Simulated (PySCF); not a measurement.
# SiB⁻: everyday levels beside a composite calculation

PySCF; the state is a triplet (σ ↑, π ↑). The composite is CCSD(T) extrapolated to the basis-set limit from two correlation-consistent sets, with core-valence (CV) and scalar-relativistic (SR) terms as its label shows; it has no spin–orbit coupling and nothing beyond (T). Here it is CCSD(T)/CBS(DT)+CV+SR. It gives Re = 1.869 Å, ωe = 793 cm⁻¹ and De = 3.52 eV to Si⁻ + B.

```csv
level,basis,relativity,Re (Å),ωe (cm⁻¹),De (eV)
ROHF-CCSD,aug-pcseg-1,no relativity,1.876,809,2.85
ROHF-CCSD(T),aug-pcseg-1,no relativity,1.889,782,3.08
PBE,def2-TZVPPD,no relativity,1.871,795,4.10
PBEsol,def2-TZVPPD,no relativity,1.867,803,4.30
TPSS,aug-pcseg-1,no relativity,1.879,791,3.63
r²SCAN,aug-pcseg-1,no relativity,1.868,817,3.71
r²SCAN,def2-TZVPPD,no relativity,1.856,826,3.92
PBE0,aug-pcseg-1,no relativity,1.865,820,3.58
PBE0,aug-cc-pV(D+d)Z/aug-cc-pVDZ,no relativity,1.870,818,3.59
PBE0,def2-TZVPPD,no relativity,1.853,831,3.81
```

Q: Give the difference of each row from the composite.

A: 

| level | basis | ΔRe (pm) | Δωe (%) | ΔDe (eV) |
| --- | --- | --- | --- | --- |
| ROHF-CCSD | aug-pcseg-1 | +0.7 | +2.0 | -0.67 |
| ROHF-CCSD(T) | aug-pcseg-1 | +2.0 | -1.4 | -0.44 |
| PBE | def2-TZVPPD | +0.2 | +0.3 | +0.58 |
| PBEsol | def2-TZVPPD | -0.2 | +1.3 | +0.78 |
| TPSS | aug-pcseg-1 | +1.0 | -0.3 | +0.11 |
| r²SCAN | aug-pcseg-1 | -0.1 | +3.0 | +0.19 |
| r²SCAN | def2-TZVPPD | -1.3 | +4.2 | +0.40 |
| PBE0 | aug-pcseg-1 | -0.4 | +3.4 | +0.06 |
| PBE0 | aug-cc-pV(D+d)Z/aug-cc-pVDZ | +0.1 | +3.2 | +0.07 |
| PBE0 | def2-TZVPPD | -1.6 | +4.8 | +0.29 |

Q: Which rows come closest in De?

A: PBE0 in aug-pcseg-1 (+0.06 eV); PBE0 in aug-cc-pV(D+d)Z/aug-cc-pVDZ (+0.07 eV), counted from the composite.

Correlated steps freeze 6 core orbitals. Correlated levels converge slowly with the basis: in double zeta they bind strong bonds too weakly, by up to about 1 eV, and carry superposition errors of some tenths. For an ion De counts to the pair picked by the measured ionisation energies or electron affinities, which need not be the lowest pair at this level. The highest Kohn–Sham level is positive in some of these anions. Much of that is self-interaction error, but it also means that the finite basis helps to hold the extra electron. The CCSD T1 diagnostic is raised in SiB⁻, a sign that a single reference may not be enough there. The state is the lowest determinant that a PBE0 search found; another state may lie lower at other levels.
